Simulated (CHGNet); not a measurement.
## hcp Lu

These are the machine-learned potential CHGNet 0.3.0 (trained on PBE and PBE+U data) values and carry that method's errors.

Cell: relaxed at this level.

```json
{
  "equilibrium_lattice_constant_a": "3.493 Å",
  "lattice_parameter_c": "5.651 Å",
  "volume_per_atom": "29.85 Å³/atom"
}
```

Measured, for comparison: lattice constant a 3.505 Å (293 K, no zero-point or thermal correction; as tabulated in Wikipedia's data pages); lattice parameter c 5.549 Å (293 K, no zero-point or thermal correction, our sources range from 5.549 to 5.563; as tabulated in Wikipedia's data pages); equilibrium volume per atom 29.52 Å³/atom (room temperature, no zero-point or thermal correction; as tabulated in Söderlind et al. (2014), doi:10.1088/0953-8984/26/41/416001). Computed (rounded) less measured: lattice constant a -0.3 %, lattice parameter c +1.8 % (+1.6 % to +1.8 % over the range), equilibrium volume per atom +1.1 %. A static lattice is as a rule a little smaller and stiffer than an uncorrected measurement, which narrows the difference in the lattice constant a and would widen misses of the other sign.

A machine-learned potential is trained on density-functional data: it inherits that level's misses and adds fitting errors of its own.
